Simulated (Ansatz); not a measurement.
The first iterations of a band of B2H4O (7 atoms, charge 0, multiplicity 1).

Theory: RKS PBE-D4/def2-SVP in Ansatz 0.2.0.

```
movable images  : 2
climbing image  : no
spring          : 5.0 eV/Å²
optimiser       : quadratic models (default)
start path      : through a guess of the saddle point
force threshold : 0.05 eV/Å
iteration limit : 60
end points      : relaxed
```

Initial state:

```xyz
7
Properties=species:S:1:pos:R:3
B -1.005 0.180 -0.650
B 0.341 0.009 0.336
O 1.427 -0.774 0.075
H -2.008 -0.502 -0.505
H -1.101 1.080 -1.470
H 0.310 0.666 1.385
H 2.097 -0.727 0.782
```

Final state:

```xyz
7
Properties=species:S:1:pos:R:3
B -1.108 0.118 -0.854
B -0.123 0.284 0.345
O 1.170 -0.157 0.846
H -2.062 -0.644 -0.755
H -1.146 0.960 -1.742
H 1.511 0.164 1.703
H 1.819 -0.794 0.412
```

| iteration | highest image above the first end (eV) | largest band force component (eV/Å) |
| --- | --- | --- |
| 1 | 5.166 | 20.403 |
| 2 | 4.451 | 2.558 |
| 3 | 4.315 | 0.873 |
| 4 | 4.098 | 1.232 |
| 5 | 3.922 | 1.706 |

Q: Does the band converge within its limit, and where does its top end?

A: The forces met the threshold. It ended after 15 iterations with the highest image 3.922 eV above the first end. The highest image is an end point: on this band no image between the ends rises above it. So few images can step over the top or miss a turn of the path. The orbitals stay closed-shell, which can raise the energy where a bond breaks towards radicals; this wasn't checked here.

Run time: 34 s on 1 thread of Arm Neoverse V2 (shared host), peak memory 0.1 GiB.
